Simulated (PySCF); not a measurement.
Molecule: SMILES CC(CF)CF, C4H8F2.

Geometry (Å), atoms numbered from 1 in this order:
```xyz
14

C    -0.593   -1.427    0.238
C    -0.313   -0.085   -0.426
C     1.168    0.240   -0.444
F     1.659    0.269    0.843
C    -1.091    1.027    0.252
F    -0.900    2.214   -0.414
H    -1.669   -1.661    0.238
H    -0.073   -2.241   -0.288
H    -0.241   -1.424    1.280
H    -0.641   -0.118   -1.481
H     1.337    1.228   -0.902
H     1.730   -0.521   -1.012
H    -2.171    0.799    0.259
H    -0.749    1.150    1.293
```

Geometry PBE0-D3(BJ)/def2-SVP throughout; GIAO in PySCF 2.14, gas phase, one conformer, non-relativistic; equivalent atoms averaged; basis pcSseg-1.

For orientation, PBE0 gives these absolute shieldings σ: C3/C5 101.6, C2 146.7, C1 172.2, F4/F6 431.2, H11/H13 26.73, H12/H14 26.94, H10 29.82, H7/H8/H9 30.33 ppm.

A run gave: C3/C5 105.6, C2 152.7, C1 176.6, F4/F6 440.4, H11/H13 26.81, H12/H14 27.01, H10 29.93, H7/H8/H9 30.39 ppm (absolute shieldings σ).

Question: Which functional was used in that run?
A. LDA
B. PBE
C. LC-wPBE
D. wB97X-D

Answer: C. C2 tells them apart best: LC-wPBE gives 152.7, LDA gives 139.8, wB97X-D gives 147.1, PBE gives 139.8 ppm.
